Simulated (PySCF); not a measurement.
Orbital energies and ionisation energy

Species: C₄H₆O₂.
Cartesian coordinates in Å at the PBE0-D3(BJ)/def2-SVP level; atoms count from 1:
```
atom  x, y, z in Å
C1    -2.268    0.173    1.121
C2    -1.307   -0.420    0.420
O3    -0.131    0.230    0.163
C4     0.812   -0.407   -0.580
C5     2.016    0.465   -0.753
O6     0.668   -1.512   -1.023
H7    -2.148    1.188    1.505
H8    -3.197   -0.362    1.321
H9    -1.363   -1.431    0.007
H10    2.399    0.772    0.231
H11    2.785   -0.078   -1.312
H12    1.734    1.382   -1.291
```

Level: CAM-B3LYP/def2-SVPD (PySCF). Frontier orbitals with their largest atomic shares (Löwdin; up to four atoms above 4 %):

| orbital | ε (eV) | main atoms |
| --- | --- | --- |
| HOMO−3 | -11.85 | O3 36 %, C2 19 %, H9 11 %, C1 11 % |
| HOMO−2 | -11.78 | O6 47 %, C4 16 %, O3 14 %, C2 7 % |
| HOMO−1 | -9.93 | O6 67 %, C5 9 %, O3 9 %, C4 9 % |
| HOMO | -8.75 | ? |
| LUMO | 0.59 | C4 25 %, O6 18 %, C1 17 %, C2 14 % |
| LUMO+1 | 1.27 | C5 25 %, C4 19 %, C2 9 %, H12 9 % |
| LUMO+2 | 1.86 | C1 33 %, H8 17 %, H7 9 %, C5 9 % |

Task: What vertical ionisation energy does ΔSCF give, and how far is −ε(HOMO) from it?

Result: ΔSCF: 9.69 eV (935 kJ/mol; threshold wavelength 128 nm); ⟨S²⟩ of the doublet left behind is 0.758, against 0.75 for a pure doublet. −ε(HOMO) is 8.75 eV, 0.94 eV below it. In exact Kohn–Sham theory the two would be equal; CAM-B3LYP (range-separated hybrid) falls short of its own ΔSCF value by 10 %.

Task: On which atoms does the HOMO lie?

Result: C1 (terminal =CH2 carbon) 37 %, C2 (vinylic carbon bearing oxygen) 28 %, O3 (ester single-bonded oxygen) 19 %, O6 (ester carbonyl oxygen) 5 %, so no atom holds as much as 40 %. The HOMO−1 lies 1.18 eV lower.

Task: How many of the 10 lowest singlet excitations (vertical TDDFT, same level) lie below the ionisation energy?

Result: All 10; they run from 5.85 to 8.94 eV.

Task: Shift the occupied levels rigidly so that −ε(HOMO) equals the ΔSCF value. What binding energies result?

Result: The shift is +0.94 eV: HOMO 9.69, HOMO−1 10.87, HOMO−2 12.72, HOMO−3 12.79 eV. A rigid shift is only a rough guide to the deeper ionisations.

Task: With α = 58.7 au, estimate the like-pair dispersion coefficient by London's formula C6 = (3/4)α²I.

Result: I = 0.3561 Eh, so C6 ≈ 919 au, a rough estimate.

One conformer (not necessarily the lowest) at the PBE0-D3(BJ)/def2-SVP geometry, without solvent, vibrations or thermal averaging.
